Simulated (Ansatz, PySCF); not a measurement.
Molecule: water, H$_{2}$O, charge 0, multiplicity 1. SMILES: O
Geometry: optimised at B3LYP-D3(BJ)/def2-TZVP (Ansatz, a quantum-chemistry and plane-wave program).

PBE beside other levels, property by property. Valence correlation only, unless marked. Open shells are spin-unrestricted. No spin-orbit coupling. No relativistic terms. CBS(X,Y): correlation extrapolated as X^-3; Hartree-Fock from the larger set (for Q and 5 zeta extrapolated as (X+1)exp(-9√X)). Rows marked 298 K are enthalpies with B3LYP-D3(BJ) harmonic zero-point and thermal terms from PySCF. Enthalpies of formation rest on the atoms' values in the G2/97 table (older ones for B and Si), with no core term in the frozen-core levels. Vertical energies are electronic, to the SCF solution reached for that spin. Anions need diffuse functions, of which def2-TZVPD holds fewer than the aug- sets. The coupled-cluster column (Ansatz) is a level with limits of its own: (a) CCSD(T)/CBS(aug-cc-pVTZ,aug-cc-pVQZ); (b) CCSD(T)/CBS(cc-pVQZ,cc-pV5Z).

| property | SVWN5/def2-TZVPD (Ansatz) | r2SCAN/def2-TZVPD (Ansatz) | B2PLYP-D3(BJ)/def2-TZVPD (Ansatz + dftd3) | coupled cluster | measured |
|---|---|---|---|---|---|
| proton affinity at O, enthalpy at 298 K, to [OH3+] (kcal/mol) | 160.8 | 165.1 | 163.3 | 164.4 (b) | - |
| H-O bond dissociation enthalpy, 298 K, to [OH] (HO) + H atom (kcal/mol) | 134.8 | 113.7 | 115.4 | 118.9 (b) | - |
| vertical ionisation energy to the doublet (eV) | 13.15 | 12.54 | 12.67 | 12.76 (a) | - |
| enthalpy of formation at 298 K by atomisation (kcal/mol) | -90.2 | -53.4 | -52.6 | -58.0 (b) | -57.8 |
| vertical triplet-singlet gap (eV) | 7.47 | 7.03 | 7.25 | 7.31 (a) | - |
| deprotonation enthalpy (H-O bond), 298 K, to [OH-] + H+ (kcal/mol) | 380.1 | 389.5 | 386.3 | 390.3 (a) | - |

Measured values: Active Thermochemical Tables 1.112 (ions: stationary electron), as tabulated in the package chemicals; they hold spin-orbit effects, which all levels lack, and core correlation, which the frozen-core levels lack.

What does PBE/def2-TZVPD (Ansatz) give for each property, and on which side of the measured value, or else of coupled cluster, does it fall?


- proton affinity at O, enthalpy at 298 K, to [OH3+]: PBE lies 1.1 kcal/mol below coupled cluster; PBE gives 163.3 kcal/mol.
- H-O bond dissociation enthalpy, 298 K, to [OH] (HO) + H atom: PBE lies 2.1 kcal/mol below coupled cluster; PBE gives 116.8 kcal/mol.
- vertical ionisation energy to the doublet: PBE agrees within rounding with coupled cluster; PBE gives 12.77 eV.
- enthalpy of formation at 298 K by atomisation: PBE lies 0.3 kcal/mol below the measured value; PBE gives -58.1 kcal/mol.
- vertical triplet-singlet gap: PBE lies 0.15 eV below coupled cluster; PBE gives 7.16 eV.
- deprotonation enthalpy (H-O bond), 298 K, to [OH-] + H+: PBE lies 5.5 kcal/mol below coupled cluster; PBE gives 384.8 kcal/mol.
